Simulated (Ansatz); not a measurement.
Predict the output of the script below (the Ansatz DFT code, driven from Python).

`ts.py`:
```python
"""Saddle point for pyramidal inversion in C2H5N."""

import itertools

import ansatz as az
from ase.data import atomic_numbers, covalent_radii
import numpy as np

geometry = (
    az.Crystal.molecule()
    .atom("C", [-0.9109, 0.3921, -0.539])
    .atom("C", [0.1445, 0.3684, 0.1875])
    .atom("N", [0.7091, -0.7665, 0.639])
    .atom("H", [-1.4259, -0.4436, -0.8523])
    .atom("H", [-1.3557, 1.389, -0.8821])
    .atom("H", [0.6644, 1.2989, 0.4847])
    .atom("H", [0.4745, -1.6126, 0.176])
    .atom("H", [1.7921, -0.6828, 0.7304])
)

calc = geometry.calculation().basis(gaussian="def2-SVP").functional("b3lyp", dispersion="d3bj")
symbols = [site.symbol for site in geometry.cartesian_sites]
start = np.array([site.position_ang for site in geometry.cartesian_sites], dtype=float)
data = calc.relax(force_tolerance=0.005).run(threads=1, backend="cpu").report
end = np.array(data["positions_ang"])

# start with the apex atom pushed most of the way into the plane of its neighbours
a, b, d = end[[1, 6, 7]]
normal = np.cross(b - a, d - a)
normal /= np.linalg.norm(normal)
flat = end.copy()
flat[2] -= 0.8 * ((end[2] - a) @ normal) * normal
guess = np.zeros_like(flat)
guess[2] = normal
near = az.Crystal.molecule()
for symbol, place in zip(symbols, flat):
    near = near.atom(symbol, place.tolist())
search = (
    near.calculation()
    .basis(gaussian="def2-SVP")
    .functional("b3lyp", dispersion="d3bj")
    .saddle(mode_guess=guess.tolist(), force_tolerance=0.01, max_steps=40)
)
steps = []
top = search.session().plan().execute(on_event=lambda e: steps.append(e["data"]) if e["event"] == "saddle_step" else None).report
for s in steps:
    print(f"step {s['step']:2d}  E = {s['lagrangian_ev']:.5f} eV  force {s['allowed_force_max_ev_ang']:.4f} eV/A  curvature {s['curvature_ev_ang2']:.3f} eV/A^2")
print(f"minimum {data['free_energy_ev']:.5f} eV, saddle {top['free_energy_ev']:.5f} eV")
print(f"electronic barrier {23.060548 * (top['free_energy_ev'] - data['free_energy_ev']):.2f} kcal/mol")
saddle = np.array(top["positions_ang"])
# pairs closer than 1.2 times the sum of covalent radii, before or after
radius = [covalent_radii[atomic_numbers[s]] for s in symbols]
span = lambda where, i, j: np.linalg.norm(where[i] - where[j])
bonded = [(i, j) for i, j in itertools.combinations(range(len(symbols)), 2) if min(span(end, i, j), span(saddle, i, j)) < 1.2 * (radius[i] + radius[j])]
print("pair        before    after (A)")
for i, j in bonded:
    print(f"{symbols[i]}{i}-{symbols[j]}{j}".ljust(10), f"{span(end, i, j):8.4f} {span(saddle, i, j):8.4f}")
```

Output of `python ts.py`:
```text
step  1  E = -3642.36138 eV  force 1.2029 eV/A  curvature -3.648 eV/A^2
step  2  E = -3642.42361 eV  force 0.2214 eV/A  curvature -0.579 eV/A^2
step  3  E = -3642.42873 eV  force 0.2439 eV/A  curvature -0.417 eV/A^2
step  4  E = -3642.43200 eV  force 0.1208 eV/A  curvature -0.966 eV/A^2
step  5  E = -3642.43344 eV  force 0.0462 eV/A  curvature -1.392 eV/A^2
step  6  E = -3642.43428 eV  force 0.0289 eV/A  curvature -1.430 eV/A^2
step  7  E = -3642.43480 eV  force 0.0614 eV/A  curvature -1.369 eV/A^2
step  8  E = -3642.43506 eV  force 0.0138 eV/A  curvature -1.436 eV/A^2
step  9  E = -3642.43507 eV  force 0.0099 eV/A  curvature -1.456 eV/A^2
step 10  E = -3642.43504 eV  force 0.0023 eV/A  curvature -1.459 eV/A^2
minimum -3642.46297 eV, saddle -3642.43524 eV
electronic barrier 0.64 kcal/mol
pair        before    after (A)
C0-C1        1.3433   1.3456
C0-H3        1.0944   1.0941
C0-H4        1.0904   1.0900
C1-N2        1.3860   1.3730
C1-H5        1.0966   1.0963
N2-H6        1.0154   1.0103
N2-H7        1.0137   1.0074
```

What to keep in mind:
- Total energies depend on the basis set; only differences at equal settings carry meaning.
- The energies are electronic: no zero-point or thermal terms, and the basis set is short of its limit. No separate frequency run checks the order of the saddle point.
- b3lyp holds the VWN-RPA fit, as in Gaussian; the form of ORCA and Turbomole is b3lyp5.
- Wall time of the script: 100 s on 1 thread of Arm Neoverse V2 (shared host), peak memory 0.2 GiB.

(Lines on the test bed's own set-up are left out of the output.)
